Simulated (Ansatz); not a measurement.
Input file:

```yaml
crystal:
  periodic: [false, false, false]
  atoms:
    - {symbol: B, position_ang: [0.000000, 0.000000, 0.000000]}
    - {symbol: O, position_ang: [0.000000, 0.000000, 1.403204]}
basis:
  gaussian: {orbitals: cc-pVTZ}
magnetization: {spin_polarized: false, initial_magnetization: 1}
correlation: {active_space: {ras: {orbitals: [4, 1, 53], electrons: 9, max_holes: 2, max_particles: 2}, fixed_orbitals: true}}
scf: {lower_state_search: off}
```

```sh
$ ansatz run in.yaml --threads 1 --pin off --events-out ev --progress --plain --max-ram 2393MiB
```

(1) Roughly how long does this take on 1 thread of Arm Neoverse V1, shared host, and how much host memory?

```
these checks for a lower state are left out or cut short: stability, starts, cluster_reference, orbital_swaps, neighbouring_geometries, increment
369 factors; integrals over basis functions are off by at most 8.3e-4 eV
mean field evaluation 1: about -2702.8918 eV, gradient 4.0e1 eV
mean field evaluation 2: about -2702.8934 eV, gradient 4.0e1 eV
mean field evaluation 4: about -2706.9772 eV, gradient 4.3e0 eV
mean field evaluation 8: about -2707.3128 eV, gradient 4.7e-1 eV
mean field -2707.31805690 eV, -99.4921035050 hartree, gradient 4.1e-6 eV, S^2 0.750000; 0 other end points of the search recorded, 0 dependent functions left out
reference -2707.31805690 eV, -99.4921035050 hartree; 7, 6 occupied and 53, 54 virtual orbitals, 369 factors
state -2715.46619710 eV, -99.7915421344 hartree
Total energy: -2715.46619710 eV, -99.7915421344 hartree
Checks for a lower state left out: stability, starts, cluster_reference, orbital_swaps, neighbouring_geometries, increment
```

Natural occupations: 1.9825 1.9576 1.9479 1.9479 0.9983 0.0414 0.0414 0.0243 0.0090 0.0056 0.0056 0.0055 0.0051 0.0051 0.0038 0.0038 0.0018 0.0013 0.0012 0.0012 0.0011 0.0011 0.0010 0.0006.

Answers

(1) 3.4 s wall and 0.12 GiB.
